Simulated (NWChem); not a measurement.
Species: O$_{3}$ anion, doublet

```xyz
3

O     -1.1351     0.0000    -0.2390
O      0.0000     0.0000     0.4780
O      1.1351     0.0000    -0.2390
```
Atoms are numbered in this order, from 1.

All runs: NWChem. Spin-unrestricted. In the optimisation the excess spin sits in b2 (C2v, its own frame). The geometry was optimised at B3LYP/def2-SVPD, spin-unrestricted. No stability test was run on the SCF state. Level: PBE0/aug-cc-pVDZ with SMD (1 M gas to 1 M solution), gas-phase geometry. Reactions with the solvent are ignored.

| solvent | dielectric constant | solvation free energy (kcal/mol) | cavity-dispersion-structure term (kcal/mol) |
|---|---|---|---|
| water | 78.4 | -76.3 | 0.0 |
| ethylene glycol | 40.2 | -75.9 | -0.5 |
| cyclohexanone | 15.6 | ? | ? |
| 2-propanol | 19.3 | -71.7 | -2.6 |

Q: Complete the blanks.

A: 
- cyclohexanone, solvation free energy (kcal/mol): -62.1
- cyclohexanone, cavity-dispersion-structure term (kcal/mol): -7.2
